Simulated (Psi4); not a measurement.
This Psi4 input (wB97X-V/cc-pVQZ) gives -40.51857 Eh with 175 basis functions.

```
memory 8100 MB

molecule {
0 1
C    -0.00000000    0.00000000   -0.00000000
H     0.62054657    0.62688914    0.63896175
H    -0.64285838   -0.62489528    0.61852983
H     0.63693263   -0.63278043   -0.61664082
H    -0.61462083    0.63078657   -0.64085076
}

set {
  basis cc-pvqz
  scf_type df
}

energy('wb97x-v')
print_variables()
```

Change:
```diff
- basis cc-pvqz
+ basis aug-pcseg-2
```

Q: What does the run give now?

A: -40.51651 Eh (wB97X-V/aug-pcseg-2, 138 functions), a change of +2.06 mEh.
